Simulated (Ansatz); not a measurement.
A made-up structure of CH$_{3}$OS (charge -1), singlet:

| atom | x (Å) | y (Å) | z (Å) |
| --- | --- | --- | --- |
| C1 | -0.6134 | 0.1561 | -0.6427 |
| S2 | 0.7583 | -0.3639 | -0.7006 |
| O3 | 1.2620 | 0.0828 | 0.8894 |
| H4 | -1.4864 | -0.4766 | -0.2025 |
| H5 | -0.7041 | 1.2600 | -0.7615 |
| H6 | 0.7835 | -0.6584 | 1.4178 |

It is relaxed with PBE-D4/def2-SVPD and then PBE0-D4/def2-TZVPD (Ansatz 0.2.0). Atoms count as bonded within 1.22 times the sum of their covalent radii (H–H: 0.88 Å). The end point is not checked to be a true minimum.

Problem. Does its bonding change? (A judgement: the text doesn't fix the answer.)

Solution. By the calculation: No: no bond forms or breaks.

Where it ends: The first stage lowers the energy by 1.85 eV in 9 steps. It ends as CH₃OS ([CH2][S][OH]), total charge -1:
```
6
angstrom
C -0.7734 0.2179 -0.7629
S 0.7566 -0.3564 -0.6036
O 1.5052 -0.0439 1.0981
H -1.6301 -0.3505 -0.3946
H -0.9586 1.2764 -0.9560
H 1.1003 -0.7435 1.6190
```

Labels in which every atom is bracketed show which atoms are joined, not bond orders.

For scale, one of the runs: PBE0-D4/def2-TZVPD relaxation, 150 basis functions, launched by `ansatz run in.yaml --threads 2 --pin off --events-out ev --progress --plain --max-ram 4352MiB`. Hardware: 2 CPU threads of an Arm Neoverse V2, shared host. Wall time about 21 s.
